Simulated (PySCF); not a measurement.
```xyz
5

C      0.0000     0.0000     0.0000
H     -0.6302    -0.8352    -0.3079
H     -0.4145     0.9309    -0.3889
H      0.0368     0.0454     1.0891
H      1.0079    -0.1411    -0.3923
```

Charge 0, multiplicity 1.

Problem. Give the Mulliken and meta-Löwdin atomic charges from ωB97X-D3(BJ)/def2-TZVP run with PySCF.

Solution. 
| atom | Mulliken (e) | meta-Löwdin (e) |
|---|---|---|
| C1 | -0.48 | -0.47 |
| H2 | 0.12 | 0.12 |
| H3 | 0.12 | 0.12 |
| H4 | 0.12 | 0.12 |
| H5 | 0.12 | 0.12 |
